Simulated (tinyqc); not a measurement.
Inside a calculation. Method: extended Hueckel theory, for CH4. One step of it, computed by the program tinyqc.

Task: Wolfsberg-Helmholz matrix. H_ij = K' S_ij (H_ii + H_jj)/2 for i != j (the diagonal keeps H_ii), with K' = 1.75.

overlap S, order 1C 2s, 1C 2px, 1C 2py, 1C 2pz, 2H 1s, 3H 1s, 4H 1s, 5H 1s:
```
[[1.000000, 0.000000, 0.000000, 0.000000, 0.506328, 0.506328, 0.506328, 0.506328],
 [0.000000, 1.000000, 0.000000, 0.000000, 0.288544, 0.288544, -0.288544, -0.288544],
 [0.000000, 0.000000, 1.000000, 0.000000, 0.288544, -0.288544, 0.288544, -0.288544],
 [0.000000, 0.000000, 0.000000, 1.000000, 0.288544, -0.288544, -0.288544, 0.288544],
 [0.506328, 0.288544, 0.288544, 0.288544, 1.000000, 0.158314, 0.158314, 0.158314],
 [0.506328, 0.288544, -0.288544, -0.288544, 0.158314, 1.000000, 0.158314, 0.158314],
 [0.506328, -0.288544, 0.288544, -0.288544, 0.158314, 0.158314, 1.000000, 0.158314],
 [0.506328, -0.288544, -0.288544, 0.288544, 0.158314, 0.158314, 0.158314, 1.000000]]
```

diagonal H_ii (eV): [-21.400000, -11.400000, -11.400000, -11.400000, -13.600000, -13.600000, -13.600000, -13.600000]

K = 1.750000

Give: H.

Result:

H (eV), order 1C 2s, 1C 2px, 1C 2py, 1C 2pz, 2H 1s, 3H 1s, 4H 1s, 5H 1s:
```
[[-21.400, 0.000, 0.000, 0.000, -15.506, -15.506, -15.506, -15.506],
 [0.000, -11.400, 0.000, 0.000, -6.312, -6.312, 6.312, 6.312],
 [0.000, 0.000, -11.400, 0.000, -6.312, 6.312, -6.312, 6.312],
 [0.000, 0.000, 0.000, -11.400, -6.312, 6.312, 6.312, -6.312],
 [-15.506, -6.312, -6.312, -6.312, -13.600, -3.768, -3.768, -3.768],
 [-15.506, -6.312, 6.312, 6.312, -3.768, -13.600, -3.768, -3.768],
 [-15.506, 6.312, -6.312, 6.312, -3.768, -3.768, -13.600, -3.768],
 [-15.506, 6.312, 6.312, -6.312, -3.768, -3.768, -3.768, -13.600]]
```
